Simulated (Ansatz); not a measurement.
# SiP+ (singlet): wave-function methods side by side at distance Si1–P2 = 1.770 Å, cc-pVDZ

How much of the correlation energy of SiP+ (singlet) does each wave-function method recover here?

Program: Ansatz 0.2.0, Gaussian basis. Level of theory: cc-pVDZ, core rule «outside noble gas», up to 10 orbitals frozen. These are calculated values, not measurements.

The runs, in order: UHF; CCSD(T) on RHF; CCSD(T) on UHF; BCCD(T) on RHF; CISD; CCSDT(Q) on RHF; CCSDT(Q) on UHF; CCSDTQ on RHF; CCSDTQ on UHF; CASSCF and MRCISD+Q, 2 electrons in 2 orbitals; CASSCF and NEVPT2, 2 electrons in 2 orbitals; CASSCF and MRCISD+Q, 8 electrons in 8 orbitals; CASSCF and NEVPT2, 8 electrons in 8 orbitals; Full CI.

2 further runs of the same task are left out: 1 for a known fault of the program, 1 that didn't finish. Runs told in other sessions of the task aren't counted.

### Step 1. The system

The geometry derives from a PBE0/def2-TZVP stationary point (not a proven minimum). One bond is set to the value named and the two fragments are kept rigid.

2 atoms, charge 1, spin multiplicity 1.

Atoms are counted from 1 here; the program's logs count them from 0.

Bond lengths: Si1–P2 1.770 Å.

Geometry (Å):

```xyz
2
charge 1, multiplicity 1
Si    0.0000    0.0000    0.0000
P     0.0000    0.0000    1.7700
```

### Step 2. UHF

in.yaml reads:

```yaml
crystal:
  periodic: [false, false, false]
  atoms:
    - {symbol: Si, position_ang: [0.000000, 0.000000, 0.000000]}
    - {symbol: P, position_ang: [0.000000, 0.000000, 1.770000]}
basis:
  gaussian: {orbitals: cc-pVDZ}
total_charge: 1
magnetization: {spin_polarized: true, initial_magnetization: 0}
hamiltonian: {xc: hf}
output: {orbitals: {seedname: orbitals}}
```

Run with:

```
> ansatz run in.yaml --threads 1 --pin off --events-out ev --progress --plain --max-ram 3968MiB --backend cpu
```

Further steps of the session: CCSD(T) on RHF; CCSD(T) on UHF; BCCD(T) on RHF; CISD; CCSDT(Q) on RHF; CCSDT(Q) on UHF; CCSDTQ on RHF; CCSDTQ on UHF; CASSCF and MRCISD+Q, 2 electrons in 2 orbitals; CASSCF and NEVPT2, 2 electrons in 2 orbitals; CASSCF and MRCISD+Q, 8 electrons in 8 orbitals; CASSCF and NEVPT2, 8 electrons in 8 orbitals; Full CI.

Before running them: what should the planned runs give, taken together? Wanted: FCI from the RHF energy; RMP2 from FCI; RCCSD from FCI; RCCSD(T) from FCI; RCCSDT(Q) from FCI; NEVPT2 pair from FCI; MRCISD+Q pair from FCI; NEVPT2 valence from FCI; T1 diagnostic.

As calculated:

| quantity | value |
| --- | --- |
| FCI from the RHF energy | -6.3441 eV |
| RMP2 from FCI | +965.7 meV |
| RCCSD from FCI | +492.7 meV |
| RCCSD(T) from FCI | +71.7 meV |
| RCCSDT(Q) from FCI | -3.1 meV |
| NEVPT2 pair from FCI | +1087.9 meV |
| MRCISD+Q pair from FCI | +194.4 meV |
| NEVPT2 valence from FCI | +684.6 meV |
| levels within 1 kcal/mol (43 meV) | RCCSDT(Q), RCCSDTQ, MRCISD+Q valence |
| T1 diagnostic | 0.030 |
| effectively unpaired electrons | 0.43 |

In words: RCCSD(T) misses by +71.7 meV, 1.1 % of the correlation energy. RCCSDT(Q) falls below full CI, which methods that aren't variational can do. The occupations show static correlation (0.43 effectively unpaired electrons where one determinant has 0). Of the multireference levels listed MRCISD+Q valence comes nearest in total energy (+4.9 meV), which doesn't show that its space is the better one. Coupled cluster took another determinant than the lowest Hartree-Fock one. These misses are within one basis, not against nature.
